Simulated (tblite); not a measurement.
Scan of HBr2 (anion, charge -1), singlet: collinear Br-H-Br surface. Scanned: Br-H distance and H-Br distance.

Cartesian coordinates as functions of the variables (Å; names that start with a are angles):
```
Br  0  0  -r1
H  0  0  0
Br  0  0  r2
```

Method: GFN2-xTB, 300 K electronic temperature (tblite 0.5.0).

Energy in kcal/mol above the lowest grid point; x is the Br-H distance (Å), y the H-Br distance (Å).

```csv
y \ x,1.22,1.35,1.46,1.58,1.71,1.86,2.02,2.21,2.45,2.75,3.15,3.70,4.15
4.15,26.8,15.7,16.3,21.4,—,34.4,40.1,46.5,54.0,61.6,68.0,70.6,—
3.70,25.0,13.9,14.6,19.6,26.5,33.5,39.6,—,54.0,61.8,68.1,70.7,—
3.15,21.9,10.8,11.4,16.0,22.5,29.4,35.9,43.0,51.1,59.0,65.5,68.1,68.0
2.75,19.2,7.6,7.6,11.5,17.1,23.3,29.5,36.4,44.4,52.4,59.0,61.8,61.6
2.45,17.3,4.9,4.0,6.8,11.3,16.6,22.2,28.8,36.6,44.4,51.1,54.0,54.0
2.21,17.3,3.5,1.4,2.9,6.1,10.4,15.3,21.4,28.8,36.4,43.0,—,46.5
2.02,19.9,4.2,0.6,0.6,2.5,5.7,9.8,15.3,22.2,29.5,35.9,39.6,40.1
1.86,25.2,7.1,1.7,0.0,0.5,2.5,5.7,10.4,16.6,23.3,29.4,33.5,34.4
1.71,33.7,12.5,4.8,1.2,0.0,0.5,2.5,6.1,11.3,17.1,22.5,26.5,—
1.58,45.2,20.4,10.1,4.3,1.2,0.0,0.6,2.9,6.8,11.5,16.0,19.6,21.4
1.46,60.9,31.9,18.7,10.1,4.8,1.7,0.6,1.4,4.0,7.6,11.4,14.6,16.3
1.35,82.1,48.5,31.9,20.4,12.5,7.1,4.2,3.5,4.9,7.6,10.8,13.9,15.7
1.22,122.1,82.1,60.9,45.2,33.7,25.2,19.9,17.3,17.3,19.2,21.9,25.0,26.8
```

Points that lie below all their neighbours on the grid (none is named beside a point without a result): x = 1.71, y = 1.71 (0.0 kcal/mol).

A dash means that the run gave no value there, or that the column was ended at a point which the program doubted or which failed a test of continuity chosen for this set; such a test can also cut sound points.
